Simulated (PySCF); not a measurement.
# How methods differ on the electron affinity of S

S⁻ [Ne] 3s2 3p5 (2P) → S [Ne] 3s2 3p4 (3P), as a difference of total energies. Calculation: PySCF 2.14, in dyall-av3z; no relativity, point nucleus. Correlated levels: valence: [Ne] frozen; virtual orbitals above 40 to 60 times the deepest correlated orbital energy dropped. The calculations carry no spin-orbit coupling.

```
           method  electron affinity (eV)
              UHF                   0.884
    MP2 (valence)                   1.931
SCS-MP2 (valence)                   1.928
   CCSD (valence)                   1.862
CCSD(T) (valence)                   1.946
```

Problem. How much does correlation contribute at CCSD(T) (valence)?

Solution. 1.946 − (0.884) = 1.062 eV, measured against UHF.

Errors of the correlated levels include the incompleteness of this basis and the frozen core.

For comparison: 2.077 eV (measured; photodetachment measurements, as compiled on the Wikipedia data page of electron affinities).
